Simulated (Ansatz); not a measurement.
**BF₃ (singlet): B2PLYP, RPA-PBE over a series of basis sets**

One table from this session's results is given with a row withheld; the runs are named, their logs left out.

Computed with Ansatz 0.2.0, Gaussian basis. Level: all electrons in the functionals, frozen cores in the correlation of double hybrids and RPA.

The runs, in order: B2PLYP, RPA-PBE, at STO-3G; 6-31G; cc-pVDZ; 6-31G*; cc-pVTZ; cc-pVQZ.

25 further runs of the same task are left out: 7 for a known fault of the program, 1 that didn't finish, 17 set aside as unsound or not needed.

### The system

The geometry is an MP2(full)/6-31G* stationary point (not a proven minimum).

4 atoms, charge 0, spin multiplicity 1.

Atoms are counted from 1 here; the program's logs count them from 0.

Bond lengths: B1–F2 1.322 Å, B1–F3 1.322 Å, B1–F4 1.322 Å. Angles: F2–B1–F3 120.0°, F2–B1–F4 120.0°, F3–B1–F4 120.0°.

As a file:

```xyz
4
BF3
B     0.0000    0.0000    0.0000
F     0.0000    1.3218    0.0000
F     1.1447   -0.6609    0.0000
F    -1.1447   -0.6609    0.0000
```

No dispersion term is added.

Set-up of the first run:

in.yaml

```yaml
crystal:
  periodic: [false, false, false]
  atoms:
    - {symbol: B, position_ang: [0.000000, 0.000000, 0.000000]}
    - {symbol: F, position_ang: [0.000000, 1.321760, 0.000000]}
    - {symbol: F, position_ang: [1.144678, -0.660880, 0.000000]}
    - {symbol: F, position_ang: [-1.144678, -0.660880, 0.000000]}
basis:
  gaussian: {orbitals: STO-3G}
hamiltonian: {xc: {name: B2PLYP}}
correlation: {electrons: outside_noble_gas}
```

The run is started by

```console
> ansatz run in.yaml --threads 1 --pin off --events-out ev --progress --plain --max-ram 3793MiB --backend cpu
```

Among the steps run: B2PLYP, STO-3G; B2PLYP, 6-31G; B2PLYP, cc-pVDZ; B2PLYP, 6-31G*; B2PLYP, cc-pVTZ; B2PLYP, cc-pVQZ; RPA-PBE, STO-3G; RPA-PBE, 6-31G; RPA-PBE, cc-pVDZ; RPA-PBE, 6-31G*; RPA-PBE, cc-pVTZ; RPA-PBE, cc-pVQZ.

One of the session's tables, all rows but one given; the rest of the session is left out.

It belongs to the step «Against the wave-function levels». Atomisation energies, with free atoms from separate runs at the same level and basis (kcal/mol); wave-function rows come from earlier runs:

| level | 6-31G | cc-pVDZ | cc-pVTZ | cc-pVQZ |
| --- | --- | --- | --- | --- |
| B2PLYP | 412.3 | 451.8 | 469.0 | 470.3 |
| RPA-PBE | ? | ? | ? | ? |
| RHF | 303.2 | 341.9 | 361.3 | 361.9 |
| RCCSD(T) | 380.5 | 429.0 | 459.0 | 465.3 |

Estimate the missing values for RPA-PBE.

**Answer.** 6-31G: 332.8; cc-pVDZ: 389.6; cc-pVTZ: 422.2; cc-pVQZ: 428.7. In the column «6-31G» it lies between RHF (303.2) and RCCSD(T) (380.5).

Caveats from the session: Core correlation, relativity and spin-orbit terms are not in the calculated values.
